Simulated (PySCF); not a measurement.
## Stretching NaO

Set-up: basis Na pcseg-1, O pcseg-1; no relativity; PySCF 2.14. Energies in eV from Na + O in their ground configurations at the same level. State: ²Π (doublet), unpaired electrons π ↑.

```
R (Å)  UHF-CCSD
1.856    -1.735
1.938    -1.924
2.000    -1.994
2.062    -2.019
2.124    -2.010
2.206    -1.958
2.309    -1.850
2.433    -1.683
```

Task: Put a parabola through the three lowest points of the UHF-CCSD curve and estimate Re, k and ωe (reduced mass 9.432 u; 1 eV/Å² = 0.16022 mdyn/Å; ωe = 1302.8·√(k/μ) cm⁻¹).

Result: Through R = 2.0, 2.062, 2.124 Å the second-order coefficient is 4.42 eV/Å², so Re ≈ 2.077 Å, k ≈ 1.42 mdyn/Å and ωe ≈ 505 cm⁻¹. A polynomial fit of higher order to the unrounded UHF-CCSD energies gives Re = 2.073 Å, k = 1.36 mdyn/Å, ωe = 494 cm⁻¹; anharmonicity and rounding make the difference.

The higher-order fit for each curve: UHF-CCSD: Re = 2.073 Å, ωe = 494 cm⁻¹, De = 2.02 eV.

Correlated steps freeze 2 core orbitals. Correlated levels converge slowly with the basis: in double zeta they bind strong bonds too weakly, by up to about 1 eV, and carry superposition errors of some tenths. The state is the lowest determinant that a PBE0 search found; another state may lie lower at other levels.
